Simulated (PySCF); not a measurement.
PySCF input (PBE0/cc-pVDZ):

```python
import numpy as np, basis_set_exchange as bse
from pyscf import gto, scf, dft, df

basis = {'C': gto.basis.parse(bse.get_basis('cc-pVDZ', elements=['C'], fmt='nwchem')), 'F': gto.basis.parse(bse.get_basis('cc-pVDZ', elements=['F'], fmt='nwchem'))}
mol = gto.M(
    atom='''
    C     0.00000000    0.00000000    0.00000000
    F     0.76292155    0.76566412    0.76815773
    F    -0.78426309   -0.74930884    0.76277441
    F    -0.74667016    0.76533291   -0.78428715
    F     0.76801170   -0.78168819   -0.74664498
    ''',
    basis=basis,
    charge=0,
    verbose=4,
    max_memory=8640,
)
mf = dft.RKS(mol, xc='pbe0')
mf.grids.level = 3
mf = mf.density_fit(auxbasis=df.autoaux(mol))
mf.conv_tol = 1e-9
mf.max_cycle = 100
print('smallest overlap eigenvalue', np.linalg.eigvalsh(mol.intor('int1e_ovlp'))[0])
mf.kernel()
dip = mf.dip_moment()
```

Output:

```
PySCF version 2.14.0

[INPUT] verbose = 4
[INPUT] num. atoms = 5
[INPUT] num. electrons = 42
[INPUT] charge = 0
[INPUT] spin (= nelec alpha-beta = 2S) = 0
[INPUT] symmetry False subgroup None
[INPUT] Mole.unit = angstrom
[INPUT] Symbol           X                Y                Z      unit          X                Y                Z       unit  Magmom
[INPUT]  1 C      0.000000000000   0.000000000000   0.000000000000 AA    0.000000000000   0.000000000000   0.000000000000 Bohr   0.0
[INPUT]  2 F      0.762921550000   0.765664120000   0.768157730000 AA    1.441712784029   1.446895490206   1.451607730168 Bohr   0.0
[INPUT]  3 F     -0.784263090000  -0.749308840000   0.762774410000 AA   -1.482042449705  -1.415988490316   1.441434729727 Bohr   0.0
[INPUT]  4 F     -0.746670160000   0.765332910000  -0.784287150000 AA   -1.411002107785   1.446269594016  -1.482087916516 Bohr   0.0
[INPUT]  5 F      0.768011700000  -0.781688190000  -0.746644980000 AA    1.451331773462  -1.477176593907  -1.410954524481 Bohr   0.0

nuclear repulsion = 204.966837579924
number of shells = 15
number of NR pGTOs = 130
number of NR cGTOs = 70
basis = {'C': [[0, [6665.0, 0.000692, -0.000146, 0.0], [1000.0, 0.005329, -0.001154, 0.0], [228.0, 0.027077, -0.005725, 0.0], [64.71, 0.101718, -0.023312, 0.0], [21.06, 0.27474, -0.063955, 0.0], [7.495, 0.448564, -0.149981, 0.0], [2.797, 0.285074, -0.127262, 0.0], [0.5215, 0.015204, 0.544529, 0.0], [0.1596, -0.003191, 0.580496, 1.0]], [1, [9.439, 0.038109, 0.0], [2.002, 0.20948, 0.0], [0.5456, 0.508557, 0.0], [0.1517, 0.468842, 1.0]], [2, [0.55, 1.0]]], 'F': [[0, [14710.0, 0.000721, -0.000165, 0.0], [2207.0, 0.005553, -0.001308, 0.0], [502.8, 0.028267, -0.006495, 0.0], [142.6, 0.106444, -0.026691, 0.0], [46.47, 0.286814, -0.07369, 0.0], [16.7, 0.448641, -0.170776, 0.0], [6.356, 0.264761, -0.112327, 0.0], [1.316, 0.015333, 0.562814, 0.0], [0.3897, -0.002332, 0.568778, 1.0]], [1, [22.67, 0.044878, 0.0], [4.977, 0.235718, 0.0], [1.347, 0.508521, 0.0], [0.3471, 0.45812, 1.0]], [2, [1.64, 1.0]]]}
ecp = {}
ETB for F: l = 0, exps = 0.6942 * 1.8^n , n = 0..13
ETB for F: l = 1, exps = 0.6942 * 1.8^n , n = 0..10
ETB for F: l = 2, exps = 0.6942 * 1.8^n , n = 0..9
ETB for F: l = 3, exps = 1.9870999999999999 * 2.2^n , n = 0..1
ETB for C: l = 0, exps = 0.3034 * 1.8^n , n = 0..13
ETB for C: l = 1, exps = 0.3034 * 1.8^n , n = 0..10
ETB for C: l = 2, exps = 0.3034 * 1.8^n , n = 0..9
ETB for C: l = 3, exps = 0.7017 * 2.2^n , n = 0..1
smallest overlap eigenvalue 0.011304173636320091

******** <class 'pyscf.df.df_jk.DFRKS'> ********
method = DFRKS
initial guess = minao
damping factor = 0
level_shift factor = 0
DIIS = <class 'pyscf.scf.diis.CDIIS'>
diis_start_cycle = 1
diis_space = 8
diis_damp = 0
SCF conv_tol = 1e-09
SCF conv_tol_grad = None
SCF max_cycles = 100
direct_scf = False
XC library pyscf.dft.libxc version 7.1.2
    S. Lehtola, C. Steigemann, M. J. T. Oliveira, and M. A. L. Marques,  SoftwareX 7, 1–5 (2018)
XC functionals = pbe0
    C. Adamo and V. Barone,  J. Chem. Phys. 110, 6158 (1999)
    M. Ernzerhof and G. E. Scuseria,  J. Chem. Phys. 110, 5029 (1999)
radial grids:
    Treutler-Ahlrichs [JCP 102, 346 (1995); DOI:10.1063/1.469408] (M4) radial grids

becke partition: Becke, JCP 88, 2547 (1988); DOI:10.1063/1.454033
pruning grids: <function nwchem_prune>
grids dens level: 3
symmetrized grids: False
atomic radii adjust function: <function treutler_atomic_radii_adjust>
small_rho_cutoff = 0
Set gradient conv threshold to 3.16228e-05
Initial guess from minao.
tot grids = 71168
******** <class 'pyscf.df.df.DF'> ********
auxbasis = {'F': [[0, [np.float64(1445.530220974893), 1]], [0, [np.float64(803.0723449860517), 1]], [0, [np.float64(446.1513027700287), 1]], [0, [np.float64(247.86183487223818), 1]], [0, [np.float64(137.70101937346564), 1]], [0, [np.float64(76.50056631859202), 1]], [0, [np.float64(42.50031462144001), 1]], [0, [np.float64(23.611285900800002), 1]], [0, [np.float64(13.117381056000003), 1]], [0, [np.float64(7.287433920000001), 1]], [0, [np.float64(4.048574400000001), 1]], [0, [np.float64(2.2492080000000003), 1]], [0, [np.float64(1.24956), 1]], [0, [np.float64(0.6942), 1]], [1, [np.float64(247.86183487223818), 1]], [1, [np.float64(137.70101937346564), 1]], [1, [np.float64(76.50056631859202), 1]], [1, [np.float64(42.50031462144001), 1]], [1, [np.float64(23.611285900800002), 1]], [1, [np.float64(13.117381056000003), 1]], [1, [np.float64(7.287433920000001), 1]], [1, [np.float64(4.048574400000001), 1]], [1, [np.float64(2.2492080000000003), 1]], [1, [np.float64(1.24956), 1]], [1, [np.float64(0.6942), 1]], [2, [np.float64(137.70101937346564), 1]], [2, [np.float64(76.50056631859202), 1]], [2, [np.float64(42.50031462144001), 1]], [2, [np.float64(23.611285900800002), 1]], [2, [np.float64(13.117381056000003), 1]], [2, [np.float64(7.287433920000001), 1]], [2, [np.float64(4.048574400000001), 1]], [2, [np.float64(2.2492080000000003), 1]], [2, [np.float64(1.24956), 1]], [2, [np.float64(0.6942), 1]], [3, [np.float64(4.37162), 1]], [3, [np.float64(1.9870999999999999), 1]]], 'C': [[0, [np.float64(631.7687540244634), 1]], [0, [np.float64(350.98264112470196), 1]], [0, [np.float64(194.99035618038994), 1]], [0, [np.float64(108.32797565577219), 1]], [0, [np.float64(60.18220869765121), 1]], [0, [np.float64(33.43456038758401), 1]], [0, [np.float64(18.574755770880003), 1]], [0, [np.float64(10.3193087616), 1]], [0, [np.float64(5.732949312000001), 1]], [0, [np.float64(3.18497184), 1]], [0, [np.float64(1.7694288000000002), 1]], [0, [np.float64(0.9830160000000001), 1]], [0, [np.float64(0.54612), 1]], [0, [np.float64(0.3034), 1]], [1, [np.float64(108.32797565577219), 1]], [1, [np.float64(60.18220869765121), 1]], [1, [np.float64(33.43456038758401), 1]], [1, [np.float64(18.574755770880003), 1]], [1, [np.float64(10.3193087616), 1]], [1, [np.float64(5.732949312000001), 1]], [1, [np.float64(3.18497184), 1]], [1, [np.float64(1.7694288000000002), 1]], [1, [np.float64(0.9830160000000001), 1]], [1, [np.float64(0.54612), 1]], [1, [np.float64(0.3034), 1]], [2, [np.float64(60.18220869765121), 1]], [2, [np.float64(33.43456038758401), 1]], [2, [np.float64(18.574755770880003), 1]], [2, [np.float64(10.3193087616), 1]], [2, [np.float64(5.732949312000001), 1]], [2, [np.float64(3.18497184), 1]], [2, [np.float64(1.7694288000000002), 1]], [2, [np.float64(0.9830160000000001), 1]], [2, [np.float64(0.54612), 1]], [2, [np.float64(0.3034), 1]], [3, [np.float64(1.5437400000000001), 1]], [3, [np.float64(0.7017), 1]]]}
init E= -437.855165024743
  HOMO = -0.4778968980384  LUMO = 0.165461081478969  gap/eV = 17.50666
cycle= 1 E= -436.919903846382  delta_E= 0.935  |g|= 1.03  |ddm|=  3.9
  HOMO = -0.403332653487869  LUMO = 0.0987224938688697  gap/eV = 13.66162
cycle= 2 E= -436.745573052066  delta_E= 0.174  |g|=  1.5  |ddm|= 3.45
  HOMO = -0.451697087432719  LUMO = 0.180455890057332  gap/eV = 17.20176
cycle= 3 E= -437.100503350409  delta_E= -0.355  |g|= 0.0175  |ddm|= 2.04
  HOMO = -0.448165776097714  LUMO = 0.186043077476308  gap/eV = 17.25770
cycle= 4 E= -437.100545197103  delta_E= -4.18e-05  |g|= 0.00714  |ddm|= 0.0241
  HOMO = -0.449394868979413  LUMO = 0.184813486204857  gap/eV = 17.25769
cycle= 5 E= -437.100551869194  delta_E= -6.67e-06  |g|= 0.00114  |ddm|= 0.00993
  HOMO = -0.449185224074571  LUMO = 0.185107559484455  gap/eV = 17.25999
cycle= 6 E= -437.100552105246  delta_E= -2.36e-07  |g|= 0.000168  |ddm|= 0.00224
  HOMO = -0.449198714755487  LUMO = 0.185083493487614  gap/eV = 17.25970
cycle= 7 E= -437.10055211034  delta_E= -5.09e-09  |g|= 4.54e-06  |ddm|= 0.000283
  HOMO = -0.449198274198886  LUMO = 0.185083918028703  gap/eV = 17.25970
cycle= 8 E= -437.100552110346  delta_E= -6.03e-12  |g|= 3.48e-07  |ddm|= 9.33e-06
  HOMO = -0.449198294057254  LUMO = 0.185083962306403  gap/eV = 17.25970
Extra cycle  E= -437.100552110344  delta_E= 1.93e-12  |g|= 4.31e-07  |ddm|= 9.56e-07
converged SCF energy = -437.100552110344
Dipole moment(X, Y, Z, Debye): -0.00000, -0.00000, -0.00000
```
